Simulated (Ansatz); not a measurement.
Results of PBE in Ansatz (plane waves, PAW) for tetradymite Bi2Te3.

Rigid layers of the crystal as relaxed at this level are moved apart or together:

```csv
run,layer repeat (Å),energy against free layers (meV/Å²),gap on the mesh (eV)
1,9.8633,4.65,0.207
2,10.013,1.50,0.208
3,10.163,-0.42,0.246
4,10.363,-1.76,0.336
5,10.663,-2.33,0.511
6,11.163,-1.91,0.749
7,12.163,-0.76,0.848
8,14.163,-0.06,0.902
```

The lowest energy of these points lies at a layer repeat of 10.66 Å.

Spin–orbit coupling is not included.

Note: the cell comes from a level without a dispersion term, which matters for the spacing of layers, chains or molecules.

Ansatz is a first-principles code.
